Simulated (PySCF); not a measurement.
fluorine (F₂), SMILES FF.

Coordinates come from a B3LYP-D3(BJ)/def2-TZVPD optimisation.

All values below come from SMD-PBE0/def2-SVP in PySCF.

Solvation free energies are E(SMD) − E(gas) at the gas-phase geometry, for 1 M in both phases. In vacuum the dipole moment is 0.00 D.

Task: Estimate the solvation free energies in water, acetone, dimethylsulfoxide. (An estimate is asked for; the answer gives what the named calculation found.)

Result: 
| solvent | ΔG(solv) (kcal/mol) | its non-electrostatic (CDS) part | dipole (D) |
|---|---|---|---|
| water | 2.2 | 2.3 | 0.00 |
| acetone | 0.6 | 0.7 | 0.00 |
| dimethylsulfoxide | 1.2 | 1.3 | 0.00 |
